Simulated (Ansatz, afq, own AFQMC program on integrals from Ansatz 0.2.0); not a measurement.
## CH2N, doublet → CH2N, quartet

```xyz
4

N     0.0000    0.0000    0.5108
C     0.0000    0.0000   -0.7748
H     0.0000    0.8569    1.0670
H     0.0000   -0.8569    1.0670
```

Connectivity, by distances: NH2–C.

E(quartet, charge +0) − E(doublet, charge +0) at this geometry, on UHF and UHF determinants.

Basis cc-pVDZ. Only valence electrons are correlated. Integrals, coupled cluster, full CI and functionals: Ansatz 0.2.0; the random walks run on the same integrals in our own AFQMC program. ph-AFQMC/CISD is guided by a CISD state made of CCSD amplitudes; releasing the constraint for a short imaginary time cuts its bias at the price of noise, slowly where states lie close. Uncertainties: one standard error, sampling alone. The errors of all members are added in quadrature.

No full CI on the walks' own integrals is used here; CCSDT(Q) serves as the reference and is uncertain by about the last step of the cluster series. Each member takes its own surest rung, up to full CI.

Errors are counted within cc-pVDZ, not against nature.

Cautions: CH₂N (quartet): another spin lies lower.

```
level  vertical spin gap (kcal/mol)
   HF                          66.5
 CCSD                          90.2
```

(1) From these cheaper values, estimate the vertical spin gap at the reference level in cc-pVDZ.

(1) 92.4 kcal/mol (CCSDT(Q) in cc-pVDZ).

```csv
level,vertical spin gap (kcal/mol),error against CCSDT(Q) (kcal/mol)
MP2,87.2,-5.2
CCSD(T),92.1,-0.3
CCSDT,92.3,-0.1
ph-AFQMC/CISD,92.2 ± 0.1,-0.2 ± 0.1
released AFQMC,92.4 ± 0.2,0.0 ± 0.2
```

Correlation beyond CCSD(T) adds 0.3 kcal/mol. The perturbative (T) step is worth +1.9 kcal/mol.

A walk keeps the symmetry of its determinant, which the program's search chose and which needn't be the lowest solution, so a lower state of the same spin and another symmetry isn't excluded. Released energies are given only where the last usable release times agree within the noise; a slower fall can still hide under it.
